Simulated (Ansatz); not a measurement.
Reaction: CHN (formonitrile, SMILES C#N) → CHN+ (parent SMILES C#N, doublet) + e-
Each species at its own B3LYP-D3(BJ)/def2-TZVP minimum (Ansatz, a program for electronic structure).

Property: adiabatic ionisation energy (electronic), in eV. Open shells are spin-unrestricted; no spin-orbit coupling. CBS(X,Y): correlation extrapolated as X^-3, Hartree-Fock from the larger set (Q,5: extrapolated as (X+1)exp(-9√X)). A bracket is a step between two methods taken in the basis named. Functionals run without relativity, which enters their misses. Double hybrids freeze cores in their MP2 part. 'core' is core correlation in cc-pwCVTZ, 'X2C' scalar relativity in cc-pVTZ-DK, both at CCSD(T). The UHF reference of CHN+ (parent SMILES C#N, doublet) is spin-contaminated (<S^2> up to 0.04 over the pure value in the sets run).

CCSD(T)/CBS(cc-pVQZ,cc-pV5Z) + [CCSDT(Q) - CCSD(T)]/cc-pVTZ + [CCSDTQ - CCSDT(Q)]/cc-pVDZ + core + X2C (Ansatz) gives 13.65 eV.

**Question.** What does PBE/def2-TZVPD (Ansatz) give here, and how do the other levels compare?

**Answer.** PBE gives 13.51 eV, 0.14 eV below it. Differences of the others: r2SCAN/def2-TZVPD (Ansatz) -0.23; B3LYP/def2-TZVPD (Ansatz) -0.12; PBE0/def2-TZVPD (Ansatz) -0.21; wB97M-V/def2-TZVPD (Ansatz) -0.23; B2PLYP/def2-TZVPD (Ansatz) -0.10; CCSD(T)/CBS(cc-pVQZ,cc-pV5Z) + core + X2C (Ansatz) 0.02 eV.
